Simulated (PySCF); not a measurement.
Can point charges reproduce the dipole moment of `NP` (phosphanamine)?

Coordinates (PBE0-D3(BJ)/def2-SVP, Å) and charges (e) from the PBE0/pcSseg-1 density (PySCF):

```csv
atom,x,y,z,Mulliken,IAO,Hirshfeld,ESP-fitted
N1,-0.843,-0.136,0.132,-0.6110,-0.7643,-0.2779,-0.6976
P2,0.773,0.254,0.533,+0.1899,+0.3430,+0.1044,-0.1819
H3,-1.528,0.512,0.503,+0.2040,+0.2656,+0.1161,+0.3563
H4,-1.084,-0.426,-0.810,+0.2001,+0.2553,+0.1178,+0.3208
H5,1.381,-1.014,0.280,+0.0189,-0.0363,-0.0227,+0.1160
H6,1.308,0.815,-0.682,-0.0020,-0.0633,-0.0376,+0.0863
```

What dipole does each set of charges give (1 e·Å = 4.803 D), and what does the density give?

The full density gives (-0.83, 0.25, -1.49) D, 1.72 D in size; dipole vectors point from the negative to the positive end.

```
    scheme     μx    μy     μz  size (D)  share of the full size (%)  angle to the full dipole (°)
  Mulliken   0.75  0.62  -0.15      0.99                          57                            98
       IAO   0.45  0.98   0.20      1.09                          64                           103
 Hirshfeld  -0.34  0.32   0.01      0.46                          27                            64
ESP-fitted  -0.82  0.22  -1.42      1.66                          96                             1
```

Which set comes closest?

Length of the difference vector: ESP-fitted 0.07 D, Hirshfeld 1.57 D, Mulliken 2.10 D, IAO 2.24 D. Closest: ESP-fitted. 

What is left for the Hirshfeld atoms' own dipoles?

The Hirshfeld atoms' densities add up to the full density, so μ = Σ q r + Σ (atomic dipoles). The atomic dipoles sum to (-0.83, 0.25, -1.49) − (-0.34, 0.32, 0.01) = (-0.49, -0.07, -1.50) D, 1.57 D in size.

With the origin at the mean of the coordinates, (0.001, 0.001, -0.007) Å, which are the largest single terms, by size, of the ESP-fitted dipole along the direction of the full one?

H4 +1.78, N1 -0.90, P2 +0.70, H3 +0.63, H5 -0.59 D; all 6 atoms together +1.66 D. The single terms depend on the origin, their sum doesn't.

Give the size of the full dipole in other units.

1.72 D = 0.677 au = 0.358 e·Å = 5.74 × 10⁻³⁰ C·m.

The structure is a single PBE0-D3(BJ)/def2-SVP conformer in the gas phase; no vibrational or solvent corrections.

Shape of the structure used: `[NH2:1][PH2:2]`: H–N1–P2–H 162°, H–N1–P2–H -104°.
